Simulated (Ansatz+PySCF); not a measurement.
# doublet H₂O(-): levels of theory in one basis

```xyz
3

O     0.0000    0.0000   -0.1197
H     0.0000    0.7542    0.4787
H     0.0000   -0.7542    0.4787
```

Basis set: aug-cc-pVDZ (spherical functions). Left uncorrelated: 1 orbital. Correlation on ROHF uses semicanonical orbitals with singles. Charge -1, multiplicity 2.

Computed with Ansatz (development build ahead of 0.2.0); each method stands on the lowest determinant of its kind that the runs found. NEVPT2 correlates all electrons. Active spaces start from the frontier orbitals, and the lowest solution found is given.

| method | E − E(ROHF) (eV) | <S²> of the determinant |
| --- | --- | --- |
| ROHF | 0.00 | 0.75 |
| UHF | 0.00 | 0.75 |
| ROHF-MP2 | -6.16 | – |
| UHF-MP2 | -6.16 | 0.75 |
| ROHF-CCSD | -6.37 | – |
| CASSCF(3,3) | -0.55 | – |
| SC-NEVPT2(3,3) | -6.18 | – |

(1) What does ROHF-CCSD(T) give on the same scale?

(2) Is a single determinant a sound starting point here?

Answers

(1) -6.54 eV.

(2) By this sign, yes. Unrestricted orbitals gain 0.00 eV and <S²> is 0.75 against 0.75 for a pure state. The CASSCF(3,3) natural occupations are 1.98, 1.00, 0.02.

Caution for CASSCF(3,3): other starts end on other solutions of this active space.
